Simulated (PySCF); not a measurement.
Vibration and rotation of LiH

RHF-CCSD(T) constants of LiH, ¹Σ⁺ (singlet), closed shell (Li aug-cc-pVDZ, H aug-cc-pVDZ; no relativity (PySCF 2.14); masses 7.0160 and 1.0078 u):

- ωe: 1480.4 cm⁻¹
- ωexe: 47.1 cm⁻¹
- Be: 7.6224 cm⁻¹
- αe: 0.248 cm⁻¹
- De to Li + H: 2.43 eV

Problem. What force constant and bond length do these constants imply?

Solution. Reduced mass μred = 0.88124 u; k = 5.8918×10⁻⁷·μred·ωe² (u, cm⁻¹, mdyn/Å) = 1.14 mdyn/Å; Re = √(16.8576/(μred·Be)) (u, cm⁻¹, Å) = 1.584 Å.

Problem. Estimate the centrifugal constant D from the Kratzer relation and find the Dunham coefficient a1.

Solution. D = 4Be³/ωe² = 0.000808 cm⁻¹; a1 = −1 − αeωe/(6Be²) = -2.05.

Measured values (Huber and Herzberg, Constants of Diatomic Molecules (1979)): ωe = 1405.65 cm⁻¹, ωexe = 23.2 cm⁻¹, Be = 7.5131 cm⁻¹, αe = 0.2132 cm⁻¹.

Correlated steps freeze no core orbitals. Correlated levels converge slowly with the basis: in double zeta they bind strong bonds too weakly, by up to about 1 eV, and carry superposition errors of some tenths. Where the molecule has an RHF reference, its open-shell atoms are computed with UHF.
